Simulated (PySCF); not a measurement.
Compound: C2H2F3S (charge -1).
Numbering: `[F:1][C:2]([F:3])([F:4])[CH2:5][S-:6]` (hydrogens: H7, H8 on C5)

Torsions of this conformer, `[F:1][C:2]([F:3])([F:4])[CH2:5][S-:6]`: F1–C2–C5–S6 62°.

The closed-shell ground state was solved at several levels (PySCF, density fitting, gas phase, non-relativistic). Geometry: PBE0-D3(BJ)/def2-SVP; no solvent, vibrations or thermal averaging. The geometry's basis has no diffuse functions, a weakness for an anion. Where the HOMO energy is positive, the finite basis confines the outermost electrons. No diffuse functions stand in pcSseg-1 and pcSseg-2, which bears on an anion's orbital energies.

```json
{"level": "PBE0/pcSseg-1", "basis functions": "119", "HOMO (eV)": "0.20", "LUMO (eV)": "6.26", "gap (eV)": "6.06"}
{"level": "CAM-B3LYP/def2-SVPD", "basis functions": "152", "HOMO (eV)": "-1.72", "LUMO (eV)": "4.93", "gap (eV)": "6.65"}
```

Estimate the row for B97-2/pcSseg-2, a basis of 251 functions; the other rows only guide the guess.

HOMO 0.04 eV, LUMO 4.96 eV, gap 4.92 eV.

Over all these levels, which gives the widest orbital gap and which the narrowest?

CAM-B3LYP/def2-SVPD (range-separated hybrid) has the widest, 6.65 eV, and B97-2/pcSseg-2 (global hybrid, 21 % exact exchange) the narrowest, 4.92 eV. Functional and basis both differ between the two, so the spread mixes both effects.
